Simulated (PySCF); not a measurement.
## PySCF run on LiC

Input:

```python
from pyscf import gto, dft

mol = gto.M(
    atom='Li 0 0 0; C 0 0 2.095',
    basis='pcseg-1',
    charge=0,
    spin=3,
    symmetry=True,
    verbose=4,
)
mf = dft.UKS(mol, xc='blyp')
mf.kernel()
mf.analyze()
print('orbital energies (hartree):', [e[max(0, n-3):n+3].round(4) for e, n in zip(mf.mo_energy, mol.nelec)])
```

```bash
$ OMP_NUM_THREADS=1 python input.py
```

It prints (some set-up lines and the per-cycle HOMO/LUMO lines with their warnings removed):

```
PySCF version 2.14.0

[INPUT] verbose = 4
[INPUT] num. atoms = 2
[INPUT] num. electrons = 9
[INPUT] charge = 0
[INPUT] spin (= nelec alpha-beta = 2S) = 3
[INPUT] symmetry True subgroup None
[INPUT] Mole.unit = angstrom
[INPUT] Symbol           X                Y                Z      unit          X                Y                Z       unit  Magmom
[INPUT]  1 Li     0.000000000000   0.000000000000   0.000000000000 AA    0.000000000000   0.000000000000   0.000000000000 Bohr   0.0
[INPUT]  2 C      0.000000000000   0.000000000000   2.095000000000 AA    0.000000000000   0.000000000000   3.958976230964 Bohr   0.0

nuclear repulsion = 4.54662997449165
point group symmetry = Coov
symmetry origin: [0.         0.         2.63931749]
symmetry axis x: [1. 0. 0.]
symmetry axis y: [0. 1. 0.]
symmetry axis z: [0. 0. 1.]
num. orbitals of irrep A1 = 11
num. orbitals of irrep E1x = 5
num. orbitals of irrep E1y = 5
num. orbitals of irrep E2x = 1
num. orbitals of irrep E2y = 1
number of shells = 5
number of NR pGTOs = 42
number of NR cGTOs = 23
basis = pcseg-1
ecp = {}

******** <class 'pyscf.dft.uks_symm.SymAdaptedUKS'> ********
method = SymAdaptedUKS
initial guess = minao
damping factor = 0
level_shift factor = 0
DIIS = <class 'pyscf.scf.diis.CDIIS'>
diis_start_cycle = 1
diis_space = 8
diis_damp = 0
SCF conv_tol = 1e-09
SCF conv_tol_grad = None
SCF max_cycles = 50
direct_scf = True
direct_scf_tol = 1e-13
number electrons alpha = 6  beta = 3
XC library pyscf.dft.libxc version 7.0.0
    S. Lehtola, C. Steigemann, M. J.T. Oliveira, and M. A.L. Marques.,  SoftwareX 7, 1–5 (2018)
XC functionals = blyp
    A. D. Becke.,  Phys. Rev. A 38, 3098 (1988)
    C. Lee, W. Yang, and R. G. Parr.,  Phys. Rev. B 37, 785 (1988)
    B. Miehlich, A. Savin, H. Stoll, and H. Preuss.,  Chem. Phys. Lett. 157, 200 (1989)
radial grids:
    Treutler-Ahlrichs [JCP 102, 346 (1995); DOI:10.1063/1.469408] (M4) radial grids

becke partition: Becke, JCP 88, 2547 (1988); DOI:10.1063/1.454033
pruning grids: <function nwchem_prune>
grids dens level: 3
symmetrized grids: True
atomic radii adjust function: <function treutler_atomic_radii_adjust>
small_rho_cutoff = 0
Freeze 0 electrons in irreps []
    9 free electrons in irreps A1 E1x E1y E2x E2y
Set gradient conv threshold to 3.16228e-05
tot grids = 27840
init E= -45.2943688885105

cycle= 1 E= -45.388935581642  delta_E= -0.0946  |g|= 0.0728  |ddm|= 0.95
cycle= 2 E= -45.3561224295961  delta_E= 0.0328  |g|= 0.199  |ddm|= 0.457
cycle= 3 E= -45.3965952883112  delta_E= -0.0405  |g|= 0.00565  |ddm|= 0.308
cycle= 4 E= -45.3966350399531  delta_E= -3.98e-05  |g|= 0.00211  |ddm|= 0.012
cycle= 5 E= -45.3966375061741  delta_E= -2.47e-06  |g|= 0.000477  |ddm|= 0.00293
cycle= 6 E= -45.3966378130076  delta_E= -3.07e-07  |g|= 0.000125  |ddm|= 0.000927
cycle= 7 E= -45.3966378241404  delta_E= -1.11e-08  |g|= 5.7e-06  |ddm|= 0.000186
cycle= 8 E= -45.3966378241744  delta_E= -3.4e-11  |g|= 1.45e-06  |ddm|= 1.21e-05
Extra cycle  E= -45.3966378241663  delta_E= 8.06e-12  |g|= 3.24e-06  |ddm|= 6.7e-06
converged SCF energy = -45.3966378241663  <S^2> = 3.7525328  2S+1 = 4.0012662
**** SCF Summaries ****
Total Energy =                         -45.396637824166348
Nuclear Repulsion Energy =               4.546629974491648
One-electron Energy =                  -69.927079989590595
Two-electron Energy =                   19.983812190932593
Two-electron Coulomb Energy =           27.141403368071639
DFT Exchange-Correlation Energy =       -7.157591177139047
**** MO energy ****
alpha MO #1 (A1 #1), energy= -9.9016283451137 occ= 1
alpha MO #2 (A1 #2), energy= -1.91935237047606 occ= 1
alpha MO #3 (A1 #3), energy= -0.435734321101391 occ= 1
alpha MO #4 (A1 #4), energy= -0.150720629738361 occ= 1
alpha MO #5 (E1x #1), energy= -0.129881112745802 occ= 1
alpha MO #6 (E1y #1), energy= -0.129881112745802 occ= 1
alpha MO #7 (A1 #5), energy= -0.0789217619359026 occ= 0
alpha MO #8 (E1x #2), energy= -0.00602522291185971 occ= 0
alpha MO #9 (E1y #2), energy= -0.00602522291185971 occ= 0
[14 lines left out]
beta  MO #1 (A1 #1), energy= -9.87083844805269 occ= 1
beta  MO #2 (A1 #2), energy= -1.91594535694708 occ= 1
beta  MO #3 (A1 #3), energy= -0.334537605866318 occ= 1
beta  MO #4 (A1 #4), energy= -0.0798933370782553 occ= 0
beta  MO #5 (E1x #1), energy= -0.0542326258660663 occ= 0
beta  MO #6 (E1y #1), energy= -0.0542326258660663 occ= 0
[17 lines left out]
 ** Mulliken pop alpha/beta on meta-lowdin orthogonal AOs **
 ** Mulliken pop       alpha | beta **
pop of  0 Li 1s        0.99957 | 0.99943
pop of  0 Li 2s        0.14825 | 0.06998
pop of  0 Li 3s        0.00469 | 0.00011
pop of  0 Li 2px       0.05711 | 0.00000
pop of  0 Li 2py       0.05711 | 0.00000
pop of  0 Li 2pz       0.00337 | 0.00513
pop of  0 Li 3px       0.00236 | 0.00000
pop of  0 Li 3py       0.00236 | 0.00000
pop of  0 Li 3pz       0.00860 | 0.00148
pop of  1 C 1s        0.99994 | 0.99995
pop of  1 C 2s        0.96021 | 0.90800
pop of  1 C 3s        0.00121 | 0.00405
[11 lines left out]
In total             6.00000 | 3.00000
 ** Mulliken atomic charges   ( Nelec_alpha | Nelec_beta ) **
charge of  0Li =      0.64046  (     1.28341      1.07613 )
charge of  1C =     -0.64046  (     4.71659      1.92387 )
Dipole moment(X, Y, Z, Debye):  0.00000,  0.00000, -6.16299
orbital energies (hartree): [array([-0.1507, -0.1299, -0.1299, -0.0789, -0.006 , -0.006 ]), array([-9.8708, -1.9159, -0.3345, -0.0799, -0.0542, -0.0542])]
```

In short: E(SCF) = -45.396638 Eh, 8 cycles, ⟨S²⟩ = 3.753, μz(SCF) = -6.16 D.

Run time: 0.8 s on 1 thread of Intel Xeon 6975P-C (shared host), peak memory 0.14 GiB.

The bond length is a typed value, not an optimised one. No search for the lowest solution was made.
